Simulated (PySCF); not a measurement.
An element was calculated at UHF (PySCF 2.14, non-relativistic, a double-zeta basis, no spin-orbit coupling), in the ground configurations that NIST lists.

```
first ionisation energy    : 6.624 eV
second ionisation energy   : 14.713 eV
third ionisation energy    : 81.031 eV
polarisability of the atom : 81.1 bohr³
```

Question: Which element is it?

Answer: Magnesium (Mg, Z = 12), in aug-cc-pVDZ. NIST lists 7.646, 15.035, 80.144 eV for these ionisation energies.
